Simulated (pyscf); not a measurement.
Single points on ωB97X-D3(BJ)/def2-SVP structures (PySCF, gas phase). Correlated levels are frozen-core, on RHF or UHF. ΔMP2 is the change of the MP2 total energy from the triple- to the quadruple-zeta basis.

Task: Estimate the classical barrier height and the reaction energy of BH₃ + H₃C–Cl → H₂B–Cl + CH₄ at CCSD(T)/def2-TZVPP + ΔMP2(QZVPP). The step runs on the singlet surface, breaks B–H, C–Cl and forms B–Cl, C–H; take the separated reactants as zero.

Result: ΔE‡ = 46.6 kcal/mol, ΔE = -42.2 kcal/mol. Zero-point energy shifts the barrier by +1.7 kcal/mol. It is a concerted two-bond exchange, with an imaginary mode of 933i cm⁻¹. On the reactant side the descent ends in an adduct with a B–Cl contact, 9.4 kcal/mol under the separated species and 55.4 kcal/mol under the saddle at ωB97X-D3(BJ)/def2-TZVP. What is counted as formed (B–Cl) is already present as a longer contact in the reactant adduct; forming that adduct is a step of its own. This is the saddle that the search found; another between the same sides may lie lower. The CCSD(T) − MP2 part came from Ansatz, without density fitting, on the same reference.
